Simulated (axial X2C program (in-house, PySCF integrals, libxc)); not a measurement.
## Outer orbitals of P₂⁻ at 1.977 Å, PBE0

Computed with an axial X2C code built on PySCF integrals. Spin-free means the one-electron spin-free X2C Hamiltonian; two-component (2c) means X2C with spin–orbit coupling and atomic mean-field two-electron Coulomb and Gaunt terms, so the difference of the two also holds small scalar two-electron terms. Basis: P dyall-av3z [9s8p3d2f] (cores contracted in-house); Gaussian nuclei, density fitting, unrestricted open shells. Masses: P 30.974 u.

The distance is close to the 2c PBE0 minimum; the highest filled and lowest empty levels are listed.

Spin-free orbitals, state M_S = 1/2, Λ = 1 (beyond evenly filled blocks: π+α) (Löwdin shares):

```
symmetry  occupied  ε (eV)          atomic character
      σα       yes  -12.61  74% P s, 18% P p, 7% P d
      σβ       yes  -12.32  72% P s, 19% P p, 8% P d
      σα       yes   -7.39  57% P s, 31% P p, 9% P d
      σβ       yes   -6.71  57% P s, 32% P p, 8% P d
      σα       yes   -2.39  80% P p, 15% P s, 4% P d
     π+α       yes   -2.33           91% P p, 5% P d
      σβ       yes   -2.12  79% P p, 16% P s, 4% P d
     π-α       yes   -1.96           90% P p, 6% P d
     π+β       yes   -1.60           89% P p, 7% P d
     π-β       yes   -1.60           89% P p, 7% P d
     π+α       yes    1.06  64% P p, 30% P d, 6% P f
     π-α        no    2.68  62% P p, 32% P d, 5% P f
      σα        no    3.08           92% P p, 6% P s
     π-β        no    3.22  63% P p, 33% P d, 4% P f
     π+β        no    3.22  63% P p, 33% P d, 4% P f
```

The highest filled level is positive, so this functional does not bind it, and the empty levels of an anion are set by the basis.

Spinors with spin–orbit coupling (state Ω = 1/2):

| ω | occupied | ε (eV) | atomic character | λ mixture |
| --- | --- | --- | --- | --- |
| -1/2 | yes | -12.61 | 74% P s, 18% P p, 7% P d | 100% σ |
| 1/2 | yes | -12.31 | 72% P s, 19% P p, 8% P d | 100% σ |
| -1/2 | yes | -7.39 | 57% P s, 31% P p, 9% P d | 100% σ |
| 1/2 | yes | -6.71 | 57% P s, 32% P p, 8% P d | 100% σ |
| -1/2 | yes | -2.39 | 80% P p, 15% P s, 4% P d | 100% σ |
| 1/2 | yes | -2.34 | 91% P p, 5% P d | 100% π |
| 1/2 | yes | -2.11 | 79% P p, 16% P s, 4% P d | 100% σ |
| -3/2 | yes | -1.94 | 90% P p, 6% P d | 100% π |
| -1/2 | yes | -1.61 | 89% P p, 7% P d | 100% π |
| 3/2 | yes | -1.58 | 89% P p, 7% P d | 100% π |
| 1/2 | yes | 1.04 | 64% P p, 30% P d, 6% P f | 100% π |
| -3/2 | no | 2.70 | 62% P p, 32% P d, 5% P f | 100% π |
| -1/2 | no | 3.15 | 94% P p | 100% σ |
| -1/2 | no | 3.21 | 63% P p, 33% P d, 4% P f | 100% π |
| 3/2 | no | 3.23 | 63% P p, 33% P d, 4% P f | 100% π |

The highest filled level is positive, so this functional does not bind it, and the empty levels of an anion are set by the basis.

How does the gap between the highest filled and lowest empty level change from the spin-free to the 2c table?

From 1.62 to 1.66 eV at PBE0, a change of 0.04 eV.

Mulliken charges and populations of the two-component result (they depend on the basis, above all on diffuse functions):

P1 -0.50 e (s 5.85 p 9.50 d 0.14 f 0.01), P2 -0.50 e (s 5.85 p 9.50 d 0.14 f 0.01). ⟨Lz⟩ = 1.00 ħ and ⟨Sz⟩ = -0.50 ħ (-0.25 and -0.25 on the two atoms), which add up to Ω.

One determinant describes the state; a PBE0 search over occupations chose it and may have missed a lower one. Density functionals use the spin component along the axis (collinear). Without a current term, density functionals place determinants with orbital angular momentum somewhat too high. The highest occupied level of some functionals is positive through self-interaction error; at Hartree–Fock it is bound.
